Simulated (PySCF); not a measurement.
## Nonlinear optical response: `F/C=C1\CCO1`, C4H5FO

Molfile (atoms numbered from 1):
```
C4H5FO
     RDKit          3D

 11 11  0  0  0  0  0  0  0  0999 V2000
    2.4218   -1.1664   -0.4824 F   0  0  0  0  0  0  0  0  0  0  0  0
    1.8407    0.0541   -0.4636 C   0  0  0  0  0  0  0  0  0  0  0  0
    0.5611    0.1764   -0.1597 C   0  0  0  0  0  0  0  0  0  0  0  0
   -0.5741   -0.7311    0.2149 C   0  0  0  0  0  0  0  0  0  0  0  0
   -1.3620    0.5849    0.2747 C   0  0  0  0  0  0  0  0  0  0  0  0
   -0.1865    1.3288   -0.0925 O   0  0  0  0  0  0  0  0  0  0  0  0
    2.5127    0.8580   -0.7115 H   0  0  0  0  0  0  0  0  0  0  0  0
   -0.8788   -1.4325   -0.5582 H   0  0  0  0  0  0  0  0  0  0  0  0
   -0.4535   -1.2551    1.1602 H   0  0  0  0  0  0  0  0  0  0  0  0
   -1.7240    0.8812    1.2605 H   0  0  0  0  0  0  0  0  0  0  0  0
   -2.1520    0.7043   -0.4683 H   0  0  0  0  0  0  0  0  0  0  0  0
  1  2  1  0
  2  3  2  0
  3  4  1  0
  4  5  1  0
  5  6  1  0
  6  3  1  0
  2  7  1  0
  4  8  1  0
  4  9  1  0
  5 10  1  0
  5 11  1  0
M  END
```

Computed, not measured: PySCF, quadratic response CAM-B3LYP/aug-cc-pVDZ first hyperpolarisability, Taylor convention, gas phase. Geometry: GFN2-xTB.

Question: Give β for the processes computed.

Answer: In 10⁻³⁰ esu, Taylor convention; the vector part is βᵢ = ⅓ Σⱼ (βᵢⱼⱼ + βⱼᵢⱼ + βⱼⱼᵢ); β∥ is 3/5 of the vector part along the dipole, the dipole points from − to +:
| process | λ (nm) | β vector norm | β∥ | β HRS | depolarisation ratio |
| --- | --- | --- | --- | --- | --- |
| static β(0;0,0) | ∞ | 0.37 | -0.13 | 0.17 | 3.79 |
| second harmonic β(−2ω;ω,ω) | 1064 | 0.35 | -0.07 | 0.17 | 3.22 |
| Pockels β(−ω;ω,0) | 1064 | 0.37 | -0.11 | – | – |

Question: Which lowest excitations, dipole and polarisabilities go with it?

Answer: S1 5.53 eV (f = 0.010); S2 5.69 eV (f = 0.002); S3 6.13 eV (f = 0.061); dipole 2.31 D; isotropic α 52.0 au static, 52.4 au at 1064 nm, 53.9 au at 532 nm.
